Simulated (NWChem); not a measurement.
Species: SiH3 cation

```xyz
4

Si     0.0000     0.0000     0.0000
H      1.1933    -0.8948     0.0000
H     -1.3716    -0.5861     0.0000
H      0.1782     1.4809     0.0000
```
Atoms are numbered in this order, from 1.

Structure relaxed at the PBE-D3(BJ)/def2-SVP level.

 Unshifted, non-relativistic core excitations; the lowest 4 roots alone, so stronger bands may lie above.

Task: List the first Si K-edge excitations from PBE/6-311G** (spherical d), restricted-window TDA (NWChem).

Result: 
```json
[
 {"state": "S1", "energy (eV)": "1777.8", "dipole oscillator strength": "0.0073", "leading excitation (squared amplitude)": "1s of atom 1 or its equivalents → LUMO (1.00)"},
 {"state": "S2", "energy (eV)": "1781.9", "dipole oscillator strength": "0.0000", "leading excitation (squared amplitude)": "1s of atom 1 or its equivalents → LUMO+1 (1.00)"},
 {"state": "S3", "energy (eV)": "1783.1", "dipole oscillator strength": "0.0020", "leading excitation (squared amplitude)": "1s of atom 1 or its equivalents → LUMO+2 (0.98)"},
 {"state": "S4", "energy (eV)": "1783.1", "dipole oscillator strength": "0.0020", "leading excitation (squared amplitude)": "1s of atom 1 or its equivalents → LUMO+3 (0.98)"}
]
```
